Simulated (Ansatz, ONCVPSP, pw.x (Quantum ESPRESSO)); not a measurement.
**What a changed setting does to a pw.x run (fcc W)**

Potential: optimised norm-conserving Vanderbilt (ONCV), ONCVPSP 4.0.1.1 (patched build), LDA (Perdew-Wang 92); core [Kr] 4d10 4f14, reference 5s2 5p6 5d4 6s2; waves: 5s+6s: rc 1.40 bohr, ncon 3, nbas 6, qcut 7.6 1/bohr, 2 projectors; 5p: rc 1.80 bohr, ncon 3, nbas 6, qcut 8.5 1/bohr, 2 projectors, debl 3.9 Ha; 5d: rc 2.10 bohr, ncon 3, nbas 8, qcut 8.4 1/bohr, 2 projectors, debl 1.9 Ha; local part: polynomial inside 1.15 bohr (lpopt 3, dvloc0 0 Ha); core correction: polynomial model core, fcfact 0.3.

The reference run (k-mesh 14³, cutoffs 65/260 Ry, Fermi–Dirac 0.01 Ry, mixing_beta 0.4, conv_thr 1e-9, no spin) gives -3.63 GPa at 15.687 Å³/atom, where all-electron LAPW gives 0.24 GPa. This run, with its own iteration cap, changes k-mesh points per axis to 2.

```
&control
  calculation='scf', prefix='x', pseudo_dir='./', outdir='./tmp', tstress=.true., disk_io='none'
/
&system
  ibrav=0, nat=1, ntyp=1, ecutwfc=65, ecutrho=260, nbnd=15,
  occupations='smearing', smearing='fd', degauss=0.01
/
&electrons
  conv_thr=1e-09, mixing_beta=0.4, electron_maxstep=60
/
ATOMIC_SPECIES
W 1.0 W.UPF
CELL_PARAMETERS angstrom
  0.00000000 1.98687235 1.98687235
  1.98687235 0.00000000 1.98687235
  1.98687235 1.98687235 0.00000000
ATOMIC_POSITIONS crystal
W 0.0000 0.0000 0.0000
K_POINTS automatic
2 2 2 0 0 0
```

```bash
pw.x < W.scf.in > W.scf.out
```

**Question.** How does the run end?

**Answer.** It converges in 7 iterations; the free energy moves by -624.9 meV/atom and the pressure by -35.22 GPa.

```
Message from routine setup:
     using ibrav=0 with symmetry is DISCOURAGED, use correct ibrav instead
     lattice parameter (alat)  =       5.3099  a.u.
     unit-cell volume          =     105.8611 (a.u.)^3
     number of electrons       =        14.00
     number of Kohn-Sham states=           15
     kinetic-energy cutoff     =      65.0000  Ry
     charge density cutoff     =     260.0000  Ry
     scf convergence threshold =      1.0E-09
     Exchange-correlation= SLA  PW   NOGX NOGC
     number of k points=     3  Fermi-Dirac smearing, width (Ry)=  0.0100
     iteration #  1     ecut=    65.00 Ry     beta= 0.40
     total energy              =    -156.21204407 Ry
     estimated scf accuracy    <       0.01028385 Ry
     iteration #  2     ecut=    65.00 Ry     beta= 0.40
     total energy              =    -156.21229663 Ry
     estimated scf accuracy    <       0.00134191 Ry
     iteration #  3     ecut=    65.00 Ry     beta= 0.40
     total energy              =    -156.21255810 Ry
     estimated scf accuracy    <       0.00005513 Ry
     iteration #  4     ecut=    65.00 Ry     beta= 0.40
     total energy              =    -156.21255998 Ry
     estimated scf accuracy    <       0.00000087 Ry
     iteration #  5     ecut=    65.00 Ry     beta= 0.40
     total energy              =    -156.21256020 Ry
     estimated scf accuracy    <       0.00000003 Ry
     iteration #  6     ecut=    65.00 Ry     beta= 0.40
     total energy              =    -156.21256020 Ry
     estimated scf accuracy    <          3.2E-09 Ry
     iteration #  7     ecut=    65.00 Ry     beta= 0.40
     the Fermi energy is    22.8650 ev
!    total energy              =    -156.21256020 Ry
     estimated scf accuracy    <          1.4E-10 Ry
     smearing contrib. (-TS)   =      -0.00693666 Ry
     The total energy is F=E-TS. E is the sum of the following terms:
     one-electron contribution =     -15.14081561 Ry
     hartree contribution      =      16.31171351 Ry
     xc contribution           =     -37.70700999 Ry
     ewald contribution        =    -119.66951145 Ry
     convergence has been achieved in   7 iterations
          total   stress  (Ry/bohr**3)                   (kbar)     P=     -388.52
     Message from routine punch:
     Nothing written, as per user request (disk_io='none')
```

The run took about 1.4 s on one core of a shared host (Neoverse-N1, 64 threads, 124 GiB, load 60).
